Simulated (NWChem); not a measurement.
# C4H8 (methylcyclopropane): levels of theory compared

We compute a comparison of 3 runs (HF/def2-SVP, BLYP/3-21G, M06-2X/def2-SVP) of C4H8 (methylcyclopropane). 

The calculation is run with NWChem 7.3.0.

## Step 1: The system as given

C4H8 has 12 atoms, charge 0, and is taken as a singlet. SMILES: `CC1CC1`. The shape is that of a PBE0-D4/def2-TZVP optimisation.

Bond lengths: C1–C2 1.501 Å, C2–C3 1.497 Å, C2–C4 1.497 Å, C3–C4 1.501 Å, C1–H5 1.094 Å, C1–H6 1.094 Å, C1–H7 1.094 Å, C2–H8 1.086 Å, C3–H9 1.083 Å, C3–H10 1.084 Å, C4–H11 1.084 Å, C4–H12 1.083 Å. Some angles: C1–C2–C3 120.0°, C1–C2–C4 120.1°, C3–C2–C4 60.2°, C2–C3–C4 59.9°, C2–C4–C3 59.9°, C1–C2–H8 114.8°, C3–C2–H8 115.5°, C4–C2–H8 115.5°, C2–C1–H5 111.4°, C2–C1–H6 111.4°.

## Step 2: Energy and gradient at HF/def2-SVP (run 1)

The input, run.py:

```python
from ase import Atoms
from ase.calculators.nwchem import NWChem

molecule = Atoms(['C', 'C', 'C', 'C', 'H', 'H', 'H', 'H', 'H', 'H', 'H', 'H'], positions=[
    [-0.930100, 1.036200, -0.440400],
    [-0.402900, -0.134500, 0.337700],
    [1.045700, -0.195600, 0.710600],
    [0.495500, -1.131900, -0.325100],
    [-1.829400, 0.769600, -1.002800],
    [-1.181000, 1.872900, 0.217600],
    [-0.184100, 1.390700, -1.157200],
    [-1.092100, -0.541300, 1.071500],
    [1.317400, -0.603500, 1.676300],
    [1.683100, 0.612900, 0.371600],
    [0.763100, -0.952500, -1.360100],
    [0.391900, -2.178100, -0.065700],
])

calc = NWChem(
    label='mymol',
    theory='scf',
    memory='2200 mb',
    basis='def2-SVP',
    basispar='spherical bse',
    scf={'nopen': '0', 'rhf': None, 'thresh': '1e-08', 'maxiter': '80'},
)
molecule.calc = calc

forces = molecule.get_forces()
print(f"energy = {molecule.get_potential_energy():.6f} eV")
print("forces (eV/A):")
for s, f in zip(molecule.symbols, forces):
    print(f"{s:2s} {f[0]:10.5f} {f[1]:10.5f} {f[2]:10.5f}")
print("dipole (e A):", molecule.get_dipole_moment().round(4))
```

The run is started by

```
$ export ASE_NWCHEM_COMMAND="nwchem PREFIX.nwi > PREFIX.nwo"
$ python run.py
```

Log:

```text
energy = -4244.624781 eV
forces (eV/A):
C    -0.13154    0.26595   -0.17417
C     0.16465   -0.23726    0.12830
C    -0.06633   -0.04715   -0.06644
C     0.00612    0.08192    0.06592
H     0.02674    0.01167    0.02731
H     0.00010   -0.03214   -0.02047
H    -0.06196    0.00519    0.02808
H    -0.01527    0.02031   -0.00987
H     0.01867    0.01234    0.01810
H     0.04294   -0.00571    0.03363
H     0.01697   -0.05009   -0.01275
H    -0.00103   -0.02504   -0.01769
dipole (e A): [-0.0249  0.0096  0.0046]
```

The calculator wrote mymol.nwi:

```
title "mymol"

permanent_dir mymol

scratch_dir mymol

start mymol

geometry units angstrom nocenter noautosym noautoz
  C  -9.3010000000000004e-01 1.0362000000000000e+00 -4.4040000000000001e-01
  C  -4.0289999999999998e-01 -1.3450000000000001e-01 3.3770000000000000e-01
  C  1.0457000000000001e+00 -1.9560000000000000e-01 7.1060000000000001e-01
  C  4.9550000000000000e-01 -1.1318999999999999e+00 -3.2510000000000000e-01
  H  -1.8293999999999999e+00 7.6959999999999995e-01 -1.0027999999999999e+00
  H  -1.1810000000000000e+00 1.8729000000000000e+00 2.1759999999999999e-01
  H  -1.8410000000000001e-01 1.3907000000000000e+00 -1.1572000000000000e+00
  H  -1.0921000000000001e+00 -5.4130000000000000e-01 1.0714999999999999e+00
  H  1.3173999999999999e+00 -6.0350000000000004e-01 1.6762999999999999e+00
  H  1.6831000000000000e+00 6.1290000000000000e-01 3.7159999999999999e-01
  H  7.6310000000000000e-01 -9.5250000000000001e-01 -1.3601000000000001e+00
  H  3.9190000000000003e-01 -2.1781000000000001e+00 -6.5699999999999995e-02
end

memory 2200 mb

basis spherical bse noprint
   * library def2-SVP
end

scf
  nopen 0
  rhf
  thresh 1e-08
  maxiter 80
end

task scf gradient
```

mymol.nwo:

```text
Northwest Computational Chemistry Package (NWChem) 7.3.0
             --------------------------------------------------------

           Job information
           ---------------

    nwchem branch   = 7.3.0
    use scalapack   = T
    input           = mymol.nwi
    prefix          = mymol.
    data base       = mymol/mymol.db
    status          = startup
    nproc           =        1

           Memory information
           ------------------

[... 5 lines left out ...]
    hardfail = no
[... 143 lines left out ...]
         Quadratically convergent ROHF
[... 14 lines left out ...]
       Final RHF  results
[... 4 lines left out ...]
      Two-electron energy =    175.215835656473
[... 35 lines left out ...]
                       ROHF Final Molecular Orbital Analysis
[... 245 lines left out ...]
                 ----------------------------------------
                 |  Time  |  1-e(secs)   |  2-e(secs)   |
                 ----------------------------------------
                 |  CPU   |       0.01   |       1.40   |
                 ----------------------------------------
                 |  WALL  |       0.01   |       1.40   |
                 ----------------------------------------

 Task  times  cpu:        9.5s     wall:        9.5s
 Total times  cpu:        9.5s     wall:        9.5s
```

It took 11 s on 1 thread of Intel Xeon 6975P-C (Granite Rapids), shared host; peak memory 0.1 GiB.

## Step 3: Energy and forces at BLYP/3-21G (run 2)

The input, work.nw:

```
echo
start work
memory 2200 mb

geometry units angstroms noautosym nocenter noautoz
 C       -0.930100       1.036200      -0.440400
 C       -0.402900      -0.134500       0.337700
 C        1.045700      -0.195600       0.710600
 C        0.495500      -1.131900      -0.325100
 H       -1.829400       0.769600      -1.002800
 H       -1.181000       1.872900       0.217600
 H       -0.184100       1.390700      -1.157200
 H       -1.092100      -0.541300       1.071500
 H        1.317400      -0.603500       1.676300
 H        1.683100       0.612900       0.371600
 H        0.763100      -0.952500      -1.360100
 H        0.391900      -2.178100      -0.065700
end

basis spherical bse
 C library 3-21G
 H library 3-21G
end

dft
 xc becke88 lyp
 grid xfine
 convergence energy 1e-08
 iterations 100
 mulliken
 print medium
end

task dft gradient
```

The run is started by

```
$ nwchem work.nw > work.out
```

Log:

```text
[...]
          Wavefunction type:  closed shell.
          No. of atoms     :    12
          No. of electrons :    32
[...]
          Charge           :     0
          Spin multiplicity:     1
[...]
          AO basis - number of functions:    52
[...]
              XC Information
              --------------
                    Becke 1988 Exchange Functional  1.000
              Lee-Yang-Parr Correlation Functional  1.000
[...]
 d= 0,ls=0.0,diis     1   -156.1929635404 -2.81D+02  1.05D-02  4.63D-01     2.2
[...]
 d= 0,ls=0.0,diis     8   -156.2392262282  1.12D-09  1.88D-06  2.04D-08    14.3
         Total DFT energy =     -156.239226228228
      One electron energy =     -455.595807169794
           Coulomb energy =      199.134918280194
    Exchange-Corr. energy =      -24.567586904605
 Nuclear repulsion energy =      124.789249565978
[...]
      Total Density - Mulliken Population Analysis
     ---------------------------------------------
    Atom       Charge   Shell Charges
 -----------   ------   -------------------------------------------------------
    1 C    6     6.51   1.99  0.38  1.71  1.09  1.36
    2 C    6     6.23   1.99  0.37  1.72  1.01  1.13
    3 C    6     6.35   1.99  0.38  1.72  1.02  1.24
    4 C    6     6.35   1.99  0.38  1.72  1.02  1.24
    5 H    1     0.82   0.48  0.35
    6 H    1     0.82   0.48  0.35
    7 H    1     0.83   0.48  0.35
    8 H    1     0.82   0.48  0.34
    9 H    1     0.82   0.48  0.34
   10 H    1     0.82   0.48  0.34
[...]
  wavefunction    = closed shell
[...]
```

It took 18 s on 1 thread of Intel Xeon 6975P-C (Granite Rapids), shared host; peak memory 0.15 GiB.

## Step 4: Energy and gradient at M06-2X/def2-SVP (run 3)

The input, run.py:

```python
from ase import Atoms
from ase.calculators.nwchem import NWChem

system = Atoms(['C', 'C', 'C', 'C', 'H', 'H', 'H', 'H', 'H', 'H', 'H', 'H'], positions=[
    [-0.930100, 1.036200, -0.440400],
    [-0.402900, -0.134500, 0.337700],
    [1.045700, -0.195600, 0.710600],
    [0.495500, -1.131900, -0.325100],
    [-1.829400, 0.769600, -1.002800],
    [-1.181000, 1.872900, 0.217600],
    [-0.184100, 1.390700, -1.157200],
    [-1.092100, -0.541300, 1.071500],
    [1.317400, -0.603500, 1.676300],
    [1.683100, 0.612900, 0.371600],
    [0.763100, -0.952500, -1.360100],
    [0.391900, -2.178100, -0.065700],
])

calc = NWChem(
    label='a',
    theory='dft',
    memory='2200 mb',
    basis='def2-SVP',
    basispar='spherical bse',
    dft={'xc': 'm06-2x', 'mult': '1', 'grid': 'fine', 'convergence': 'energy 1e-08', 'iterations': '100', 'mulliken': None},
)
system.calc = calc

forces = system.get_forces()
print(f"energy = {system.get_potential_energy():.6f} eV")
print("forces (eV/A):")
for s, f in zip(system.symbols, forces):
    print(f"{s:2s} {f[0]:10.5f} {f[1]:10.5f} {f[2]:10.5f}")
print("dipole (e A):", system.get_dipole_moment().round(4))
```

The run is started by

```
$ export ASE_NWCHEM_COMMAND="nwchem PREFIX.nwi > PREFIX.nwo"
$ python run.py
```

Log:

```text
energy = -4272.438026 eV
forces (eV/A):
C    -0.03018    0.01692   -0.00267
C     0.11729   -0.02273   -0.04062
C    -0.12151   -0.08104   -0.09883
C    -0.00190    0.12737    0.12187
H    -0.18296   -0.05878   -0.11375
H    -0.04962    0.16974    0.13956
H     0.17298    0.06664   -0.15226
H    -0.17674   -0.10958    0.19324
H     0.06171   -0.11714    0.26657
H     0.17376    0.23340   -0.10526
H     0.07338    0.06258   -0.29151
H    -0.03620   -0.28735    0.08366
dipole (e A): [-0.0269  0.0109  0.0044]
```

The calculator wrote a.nwi:

```
title "a"

permanent_dir a

scratch_dir a

start a

geometry units angstrom nocenter noautosym noautoz
  C  -9.3010000000000004e-01 1.0362000000000000e+00 -4.4040000000000001e-01
  C  -4.0289999999999998e-01 -1.3450000000000001e-01 3.3770000000000000e-01
  C  1.0457000000000001e+00 -1.9560000000000000e-01 7.1060000000000001e-01
  C  4.9550000000000000e-01 -1.1318999999999999e+00 -3.2510000000000000e-01
  H  -1.8293999999999999e+00 7.6959999999999995e-01 -1.0027999999999999e+00
  H  -1.1810000000000000e+00 1.8729000000000000e+00 2.1759999999999999e-01
  H  -1.8410000000000001e-01 1.3907000000000000e+00 -1.1572000000000000e+00
  H  -1.0921000000000001e+00 -5.4130000000000000e-01 1.0714999999999999e+00
  H  1.3173999999999999e+00 -6.0350000000000004e-01 1.6762999999999999e+00
  H  1.6831000000000000e+00 6.1290000000000000e-01 3.7159999999999999e-01
  H  7.6310000000000000e-01 -9.5250000000000001e-01 -1.3601000000000001e+00
  H  3.9190000000000003e-01 -2.1781000000000001e+00 -6.5699999999999995e-02
end

memory 2200 mb

basis spherical bse noprint
   * library def2-SVP
end

dft
  xc m06-2x
  mult 1
  grid fine
  convergence energy 1e-08
  iterations 100
  mulliken
end

task dft gradient
```

a.nwo:

```text
Northwest Computational Chemistry Package (NWChem) 7.3.0
             --------------------------------------------------------

           Job information
           ---------------

    nwchem branch   = 7.3.0
    use scalapack   = T
    input           = a.nwi
    prefix          = a.
    data base       = a/a.db
    status          = startup
    nproc           =        1

           Memory information
           ------------------

[... 5 lines left out ...]
    hardfail = no
[... 114 lines left out ...]
  convergence criterion.
[... 39 lines left out ...]
          Spatial weights used:  Erf1
[... 32 lines left out ...]
 1-e energy   =    -451.991231
[... 57 lines left out ...]
           Coulomb energy =      199.179982384534
[... 747 lines left out ...]
          Convergence on density requested:  1.00D-05
[... 25 lines left out ...]
          total energy or number of iterations.
[... 36 lines left out ...]
                 ----------------------------------------
                 |  Time  |  1-e(secs)   |  2-e(secs)   |
                 ----------------------------------------
                 |  CPU   |       0.01   |       1.28   |
                 ----------------------------------------
                 |  WALL  |       0.01   |       1.28   |
                 ----------------------------------------

 Task  times  cpu:       22.1s     wall:       22.1s
 Total times  cpu:       22.1s     wall:       22.1s
```

Run time: 23 s. Hardware: 1 thread of Intel Xeon 6975P-C (Granite Rapids), shared host; peak memory 0.12 GiB.

## Step 5: The series

```csv
run,level,iteration cap,module,energy (Eh),dipole moment (D),HOMO energy (eV),LUMO energy (eV),wall time
1,HF/def2-SVP,80,scf,-155.987085,0.13,-11.00,5.04,11 s
2,BLYP/3-21G,100,dft,-156.239226,0.10,-6.26,2.67,18 s
3,M06-2X/def2-SVP,100,dft,-157.009203,0.14,-9.07,2.89,23 s
```

## Step 6: Summary of results

| quantity | value |
| --- | --- |
| run 3: total energy | -157.00920 Eh |
| run 3: dipole moment | 0.14 D |
| run 3: HOMO energy | -9.07 eV |
| run 3: LUMO energy | 2.89 eV |
| run 3: HOMO–LUMO gap | 11.97 eV |
| run 3: largest force on an atom | 0.309 eV/Å |

In words: The dipole moment (its size) runs from 0.10 D (BLYP/3-21G) to 0.14 D (M06-2X/def2-SVP). The two ends differ in method and basis. The HOMO–LUMO gap runs from 8.93 eV (BLYP/3-21G) to 16.05 eV (HF/def2-SVP). Totals of different functionals can't be ranked against each other. All runs together took 52 s, the longest 23 s.
